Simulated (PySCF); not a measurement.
# Al: ionisation energy

Al [Ne] 3s2 3p1 (2P) → Al⁺ [Ne] 3s2 (1S), as a difference of total energies. Computed with PySCF 2.14 in aug-cc-pCVTZ-DK (8s7p5d3f, 75 functions), with the spin-free X2C one-electron Hamiltonian (Gaussian nucleus). Correlated levels: valence and next inner shell: 1s2 frozen. The calculations carry no spin-orbit coupling.

| method | ionisation energy (eV) | plus first-order spin-orbit estimate | error of that sum (eV) |
| --- | --- | --- | --- |
| UHF | 5.589 | 5.597 | -0.389 |
| MP2 (valence and next inner shell) | 5.794 | 5.802 | -0.184 |
| SCS-MP2 (valence and next inner shell) | 5.783 | 5.790 | -0.196 |
| CCSD (valence and next inner shell) | 5.896 | 5.904 | -0.082 |
| CCSD(T) (valence and next inner shell) | 5.922 | 5.930 | -0.056 |

Reference: 5.986 eV (measured; NIST Atomic Spectra Database, ionization energies).

A first-order spin-orbit estimate (lowest level to lowest level, LS coupling) adds 0.008 eV.

Errors of the correlated levels include the incompleteness of this basis and the frozen core.
